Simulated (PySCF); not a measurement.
Pyrazine, C₄H₄N₂, SMILES c1cnccn1, point group D2h.

Level: PBE0/pcSseg-1 in PySCF (density fitting, grid level 2); geometry and Hessian at that level, cubic constants and property derivatives from steps of ±0.6 along each species' dimensionless normal coordinates, second-order vibrational perturbation theory. The parent has the commonest isotopes.

Equilibrium geometry (Å):

| atom | x | y | z |
| --- | --- | --- | --- |
| C1 | 1.1427 | -0.6734 | -0.0617 |
| C2 | 1.1200 | 0.7149 | 0.0292 |
| N3 | -0.0193 | 1.3995 | 0.0825 |
| C4 | -1.1356 | 0.6771 | 0.0437 |
| C5 | -1.1129 | -0.7112 | -0.0473 |
| N6 | 0.0264 | -1.3957 | -0.1005 |
| H7 | 2.0861 | -1.2174 | -0.1044 |
| H8 | 2.0452 | 1.2902 | 0.0600 |
| H9 | -2.0790 | 1.2211 | 0.0863 |
| H10 | -2.0380 | -1.2864 | -0.0780 |

Species: ¹⁵N at 3. Output of the displacement run:

```
mode    cm-1    km/mol   phi_rrr   E(+)/cm-1  E(-)/cm-1
  1    349.87     0.00       0.6      63.31      63.26
  2    429.62    25.72       0.0      77.46      77.47
  3    596.35     0.00      -9.6     107.08     107.78
  4    725.32     0.00       0.4     130.60     130.58
  5    779.97     0.07       0.1     140.49     140.29
  6    807.84    35.97      -0.0     146.86     146.86
  7    952.69     0.00      -0.2     172.46     172.38
  8    996.16     0.00       0.9     180.26     179.90
  9   1011.40     0.00      -0.9     182.62     182.68
 10   1026.13    31.79      22.9     185.51     183.86
 11   1052.78     2.00    -105.4     185.75     193.33
 12   1095.77     9.15       0.2     197.53     197.52
 13   1173.54     9.41      -0.2     211.34     211.35
 14   1252.50     3.85       7.1     226.30     225.79
 15   1255.62     0.01     -24.9     225.30     227.10
 16   1364.14     0.09       0.2     245.81     245.82
 17   1447.82    39.14      -0.0     260.71     260.71
 18   1519.11     1.40      -1.8     273.47     273.60
 19   1608.43     0.05      -0.4     289.66     289.69
 20   1644.18     0.00    -125.7     291.58     300.62
 21   3176.24     0.00       0.1     572.99     572.98
 22   3177.14     1.19      -3.6     572.98     573.24
 23   3190.79    46.29     -12.7     575.37     576.29
 24   3196.99     0.00     963.6     611.43     542.12
```

For the shielding of N6 (σe = -114.94 ppm):

| mode | ω (cm⁻¹) | Σr φrrs (cm⁻¹) | ∂σ/∂q | ∂²σ/∂q² |
| --- | --- | --- | --- | --- |
| 1 | 350 | 1 | -0.001 | 2.502 |
| 2 | 430 | 0 | 0.006 | -1.684 |
| 3 | 596 | -53 | -4.646 | -1.607 |
| 4 | 725 | 1 | 0.002 | -1.406 |
| 5 | 780 | 3 | 0.001 | -2.610 |
| 6 | 808 | 0 | 0.000 | -3.650 |
| 7 | 953 | -1 | 0.010 | -1.963 |
| 8 | 996 | 7 | -0.002 | -2.656 |
| 9 | 1011 | -4 | -0.029 | -2.615 |
| 10 | 1026 | 242 | 8.987 | -1.622 |
| 11 | 1053 | -979 | -9.927 | -0.563 |
| 12 | 1096 | 1 | 0.036 | -0.964 |
| 13 | 1174 | -15 | -16.265 | -1.450 |
| 14 | 1252 | 7 | 0.166 | 6.003 |
| 15 | 1256 | -311 | -7.134 | -0.906 |
| 16 | 1364 | 0 | 0.015 | -0.188 |
| 17 | 1448 | 0 | 0.012 | -0.663 |
| 18 | 1519 | 15 | 23.250 | -1.092 |
| 19 | 1608 | 0 | -0.017 | -0.306 |
| 20 | 1644 | -223 | 16.172 | -1.087 |
| 21 | 3176 | 0 | -0.040 | -0.202 |
| 22 | 3177 | -1 | 3.578 | -0.298 |
| 23 | 3191 | -5 | 0.009 | -0.365 |
| 24 | 3197 | 1058 | -0.478 | -0.309 |

Q: Work out the zero-point average of this shielding.

A: With ⟨qs⟩ = −Σr φrrs/(4ωs) and ⟨qs²⟩ = 1/2: the mean displacements are -0.001, 0.000, 0.022, 0.000, -0.001, 0.000, 0.000, -0.002, 0.001, -0.059, 0.233, 0.000, 0.003, -0.001, 0.062, 0.000, 0.000, -0.003, 0.000, 0.034, 0.000, 0.000, 0.000, -0.083. The anharmonic term Σ (∂σ/∂q)⟨q⟩ is -2.91 ppm, the harmonic term ¼ Σ ∂²σ/∂q² is -4.92 ppm, so ⟨σ⟩ = -122.77 ppm.
